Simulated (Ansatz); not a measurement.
From input file to script: C2H3FS, SMILES FC=CS in Ansatz 0.2.0.

```yaml
crystal:
  periodic: [false, false, false]
  atoms:
    - { symbol: F, position_ang: [-0.7123, -1.008, -1.1012] }
    - { symbol: C, position_ang: [-0.5754, -0.6654, 0.1851] }
    - { symbol: C, position_ang: [0.2033, 0.3189, 0.5767] }
    - { symbol: S, position_ang: [1.2029, 1.3199, -0.5096] }
    - { symbol: H, position_ang: [-1.1506, -1.3196, 0.8065] }
    - { symbol: H, position_ang: [0.3504, 0.5314, 1.6499] }
    - { symbol: H, position_ang: [0.7429, 0.7549, -1.653] }
basis:
  gaussian:
    orbitals: "6-31G*"
hamiltonian:
  xc: hf
output:
  orbitals: {}
```

`energy.py`
```python
"""Single point of C2H3FS."""

from pathlib import Path
import warnings

import ansatz as az

warnings.simplefilter("ignore", az.DeckWarning)

geometry_ang = [
    ("F", [-0.7123, -1.008, -1.1012]),
    ("C", [-0.5754, -0.6654, 0.1851]),
    ("C", [0.2033, 0.3189, 0.5767]),
    ("S", [1.2029, 1.3199, -0.5096]),
    ("H", [-1.1506, -1.3196, 0.8065]),
    ("H", [0.3504, 0.5314, 1.6499]),
    ("H", [0.7429, 0.7549, -1.653]),
]
c2h3fs = az.Crystal.molecule()
for symbol, xyz in geometry_ang:
    c2h3fs = c2h3fs.atom(symbol, xyz)

calc = c2h3fs.calculation().basis(gaussian="6-31G*").functional("hf").orbitals()
res = calc.run(threads=1, runs_dir="runs")
r = res.report

print("reference energy %16.6f eV" % r["reference_energy_ev"])
print("total energy     %16.6f eV" % r["free_energy_ev"])
print("occupied orbitals outside the frozen core (up, down):", r["n_occupied"], " frozen:", r["n_frozen"], " virtual:", r["n_virtual"])

field = r["mean_field"]
print("<S^2> =", round(abs(field["state"]["spin_squared"]), 4), " all-electron relativity setting:", field["relativity"])
print("passes:", field["passes"])
if "symmetry" in field:
    print("occupied orbitals by irrep:", field["symmetry"]["occupied"])

lines = Path(r["orbitals_path"]).read_text().splitlines()
field_of = lambda key: [line.split("=")[1].strip() for line in lines if line.startswith(key)]
orbitals = [(27.211386 * float(e), s, float(n)) for e, s, n in zip(field_of("Ene="), field_of("Spin="), field_of("Occup="))]
homo = max(e for e, _, n in orbitals if n > 0.5)
lumo = min(e for e, _, n in orbitals if n < 0.5)
print(f"HOMO {homo:.3f} eV, LUMO {lumo:.3f} eV, gap {lumo - homo:.3f} eV")
```

```console
$ python energy.py
reference energy    -15629.884152 eV
total energy        -15629.884152 eV
occupied orbitals outside the frozen core (up, down): [20, 20]  frozen: 0  virtual: [50, 50]
<S^2> = 0.0  all-electron relativity setting: none
passes: {'evaluations': 11, 'products': 23}
occupied orbitals by irrep: [{'A': 20}, {'A': 20}]
HOMO -9.041 eV, LUMO 4.646 eV, gap 13.688 eV
```

Notes:
- The settings weren't tested for convergence.
- The geometry is a force-field or estimated start, not a minimum of this method, and the basis set is short of its limit.
- Levels such as HOMO and LUMO are orbital energies: in Hartree-Fock the gap is too wide and the LUMO hangs on the basis.
- Timing: 1 s on 1 thread of Arm Neoverse V1, on a shared host, peak memory 0.16 GiB.

(Lines on the test bed's own set-up are left out of the output.)
